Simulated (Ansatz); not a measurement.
**BSiCl (singlet): wave-function methods side by side, cc-pVTZ**

One table from this session's results is given with a row withheld; the runs are named, their logs left out.

The runs use Ansatz 0.2.0, Gaussian basis; cc-pVTZ, core rule «outside noble gas», up to 11 orbitals frozen.

To be run: UHF; CCSD(T) on RHF; CCSD(T) on UHF; BCCD(T) on RHF; CCSDT(Q) on RHF; CASSCF and NEVPT2, 14 electrons in 12 orbitals.

3 further runs of the same task are left out: 3 set aside as unsound or not needed.

**The geometry**

The geometry is a PBE0/def2-TZVP stationary point (not a proven minimum).

3 atoms, charge 0, spin multiplicity 1.

Atoms are counted from 1 here; the program's logs count them from 0.

Bond lengths: Cl1–B2 1.685 Å, B2–Si3 1.896 Å. Angles: Cl1–B2–Si3 180.0°.

Coordinates:

```xyz
3
BClSi
Cl    0.0000    0.0000    1.7556
B     0.0000    0.0000    0.0703
Si    0.0000    0.0000   -1.8259
```

Set-up of the first run:

Contents of in.yaml:

```yaml
crystal:
  periodic: [false, false, false]
  atoms:
    - {symbol: Cl, position_ang: [0.000000, 0.000000, 1.755629]}
    - {symbol: B, position_ang: [0.000000, 0.000000, 0.070266]}
    - {symbol: Si, position_ang: [0.000000, 0.000000, -1.825895]}
basis:
  gaussian: {orbitals: cc-pVTZ}
magnetization: {spin_polarized: true, initial_magnetization: 0}
hamiltonian: {xc: hf}
output: {orbitals: {seedname: orbitals}}
```

Run with:

```sh
> ansatz run in.yaml --threads 1 --pin off --events-out ev --progress --plain --max-ram 2816MiB --backend cpu
```

Among the steps run: UHF; CCSD(T) on RHF; CCSD(T) on UHF; BCCD(T) on RHF; CCSDT(Q) on RHF; CASSCF and NEVPT2, 14 electrons in 12 orbitals.

One table of the session follows, with a row left open; its other results are not shown here.

```
        method  from RCCSDT(Q) (kcal/mol)
           RHF                    +267.26
           UHF                    +245.64
          RMP2                          ?
          UMP2                     +30.73
         RCCSD                     +17.56
         UCCSD                      +7.21
      RCCSD(T)                      +4.17
      UCCSD(T)                      -5.68
       BCCD(T)                      +4.08
        RCCSDT                      +2.19
     RCCSDT(Q)                          0
CASSCF valence                    +200.66
NEVPT2 valence                     +50.53
```

**Question.** Estimate the row for RMP2.

The run gave: from RCCSDT(Q) (kcal/mol): +42.13. In the column «from RCCSDT(Q) (kcal/mol)» it lies between UMP2 (+30.73) and NEVPT2 valence (+50.53).

The program flags UCCSD(T) as in doubt (see the logs), so those rows may rest on another solution; read them beside their warnings.

To keep in mind: The determinant is far from a pure spin state, so its energy mixes those of several spin states (harmless only where they are near-degenerate, as at dissociation). The program flags UCCSD(T) as in doubt, so those rows may rest on another solution; read them beside their warnings. Warnings: restricted reference is unstable; spin contamination. Restricted and unrestricted rows rest on different reference determinants; where their highest levels disagree by more than a few hundredths of an eV, they describe different states and don't form one ladder.
